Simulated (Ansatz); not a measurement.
Process, species as SMILES: Cl atom → [Cl-] (an electron is taken up)
B3LYP-D3(BJ)/def2-TZVP geometries, fixed; electronic energies without zero-point terms; positive where energy is released.
Largest species:
```xyz
1

Cl     0.0000     0.0000     0.0000
```
Charge 0, spin multiplicity 2.

Basis-set convergence of the adiabatic electron affinity at wB97M-V with Ansatz (an electronic-structure program). Cartesian d functions, on some or all atoms, in 6-311G**, 6-311+G**; all else is spherical. The program fits the integrals of some runs and decomposes those of others, by size. Open shells are unrestricted. The functional holds VV10 correlation; no added dispersion term, no relativity. Functions are those of the species that has most. Reference: the value in aug-cc-pV(5+d)Z, 3.633 eV. Deviations are taken from unrounded values.

```json
[
 {"basis": "def2-SVP", "functions": "18", "adiabatic electron affinity (eV)": "2.352"},
 {"basis": "def2-SVPD", "functions": "27", "adiabatic electron affinity (eV)": "3.747"},
 {"basis": "pcseg-1", "functions": "18", "adiabatic electron affinity (eV)": "3.430"},
 {"basis": "aug-pcseg-1", "functions": "27", "adiabatic electron affinity (eV)": "3.705"},
 {"basis": "cc-pV(D+d)Z", "functions": "23", "adiabatic electron affinity (eV)": "2.924"},
 {"basis": "aug-cc-pV(D+d)Z", "functions": "32", "adiabatic electron affinity (eV)": "3.698"},
 {"basis": "6-311G**", "functions": "27", "adiabatic electron affinity (eV)": "3.594"},
 {"basis": "6-311+G**", "functions": "31", "adiabatic electron affinity (eV)": "3.674"},
 {"basis": "pcseg-2", "functions": "34", "adiabatic electron affinity (eV)": "3.381"},
 {"basis": "aug-pcseg-2", "functions": "50", "adiabatic electron affinity (eV)": "3.641"},
 {"basis": "def2-TZVP", "functions": "37", "adiabatic electron affinity (eV)": "3.273"},
 {"basis": "def2-TZVPD", "functions": "46", "adiabatic electron affinity (eV)": "3.638"},
 {"basis": "cc-pV(T+d)Z", "functions": "39", "adiabatic electron affinity (eV)": "3.294"},
 {"basis": "aug-cc-pV(T+d)Z", "functions": "55", "adiabatic electron affinity (eV)": "3.635"},
 {"basis": "def2-TZVPP", "functions": "42", "adiabatic electron affinity (eV)": "3.272"},
 {"basis": "def2-TZVPPD", "functions": "51", "adiabatic electron affinity (eV)": "3.637"},
 {"basis": "cc-pV(Q+d)Z", "functions": "64", "adiabatic electron affinity (eV)": "3.482"},
 {"basis": "aug-cc-pV(Q+d)Z", "functions": "89", "adiabatic electron affinity (eV)": "3.633"},
 {"basis": "pcseg-3", "functions": "64", "adiabatic electron affinity (eV)": "3.584"},
 {"basis": "aug-pcseg-3", "functions": "89", "adiabatic electron affinity (eV)": "3.633"},
 {"basis": "def2-QZVPP", "functions": "70", "adiabatic electron affinity (eV)": "3.542"},
 {"basis": "def2-QZVPPD", "functions": "79", "adiabatic electron affinity (eV)": "3.633"},
 {"basis": "cc-pV(5+d)Z", "functions": "100", "adiabatic electron affinity (eV)": "3.546"},
 {"basis": "aug-cc-pV(5+d)Z", "functions": "136", "adiabatic electron affinity (eV)": "3.633"}
]
```

What the diffuse functions change, pair by pair:
- def2-SVP to def2-SVPD: 9 more functions, deviation -1.281 to 0.114 eV
- pcseg-1 to aug-pcseg-1: 9 more functions, deviation -0.203 to 0.072 eV
- cc-pV(D+d)Z to aug-cc-pV(D+d)Z: 9 more functions, deviation -0.709 to 0.065 eV
- 6-311G** to 6-311+G**: 4 more functions, deviation -0.039 to 0.041 eV
- pcseg-2 to aug-pcseg-2: 16 more functions, deviation -0.251 to 0.008 eV
- def2-TZVP to def2-TZVPD: 9 more functions, deviation -0.360 to 0.005 eV
- cc-pV(T+d)Z to aug-cc-pV(T+d)Z: 16 more functions, deviation -0.338 to 0.002 eV
- def2-TZVPP to def2-TZVPPD: 9 more functions, deviation -0.360 to 0.005 eV
- cc-pV(Q+d)Z to aug-cc-pV(Q+d)Z: 25 more functions, deviation -0.150 to 0.001 eV
- pcseg-3 to aug-pcseg-3: 25 more functions, deviation -0.049 to 0.000 eV
- def2-QZVPP to def2-QZVPPD: 9 more functions, deviation -0.091 to 0.001 eV
- cc-pV(5+d)Z to aug-cc-pV(5+d)Z: 36 more functions, deviation -0.087 to 0.000 eV

Leaving out the reference's own pair, they bring the value nearer the reference by more than 0.001 eV in 10 of 11 pairs.
